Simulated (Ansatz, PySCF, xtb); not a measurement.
Homolysis of single bonds, series Ga F-CH3. Isolated molecules, 0 K electronic values unless said otherwise. Strings in code marks are SMILES. Quantity: homolytic bond dissociation enthalpy at 298 K (no spin–orbit term). Thermal and zero-point terms are GFN2-xTB rigid-rotor harmonic values (xtb). Level 1: PBE-D3(BJ)/def2-TZVP // B3LYP-D3(BJ)/def2-TZVP (PySCF). Level 2: frozen-core CCSD(T)/cc-pVTZ // B3LYP-D3(BJ)/def2-TZVP (Ansatz, a quantum-chemistry and plane-wave program).

```
case                                                                   level 1 (kcal/mol)  level 2 (kcal/mol)
---------------------------------------------------------------------  ------------------  ------------------
C–Ga bond of `[CH3][Ga]([CH3])[F]`, giving `[CH3]` and `[CH3][Ga][F]`                73.5                78.6
C–Ga bond of `[CH3][Ga]([F])[F]`, giving `[CH3]` and `[F][Ga][F]`                    76.1                80.9
F–Ga bond of `[F][Ga]([F])[F]`, giving `[F]` and `[F][Ga][F]`                       121.4            withheld
Ga–F bond of `[CH3][Ga]([F])[F]`, giving `[CH3][Ga][F]` and `[F]`                   130.0               131.2
Ga–F bond of `[CH3][Ga]([CH3])[F]`, giving `[CH3][Ga][CH3]` and `[F]`               137.6               136.1
```

Q: Fit level 2 = a + b·x to the 4 complete rows by least squares, with x = level 1 in kcal/mol. Give a, b and the rms residual, and predict the withheld value.

A: Means of the 4 rows: x̄ = 104.3, ȳ = 106.7 kcal/mol. Σ(x − x̄)² = 3513.3 and Σ(x − x̄)(y − ȳ) = 3201.7, so b = 0.911 and a = ȳ − b·x̄ = 11.68 kcal/mol. The rms residual is 0.72 kcal/mol. At x = 121.4 the line gives 122.3 kcal/mol. The run for F–Ga bond of `[F][Ga]([F])[F]`, giving `[F]` and `[F][Ga][F]` gave 124.2 kcal/mol, so the line is off by 1.9 kcal/mol, more than twice the rms residual.

Codes: Ansatz, PySCF, xtb.
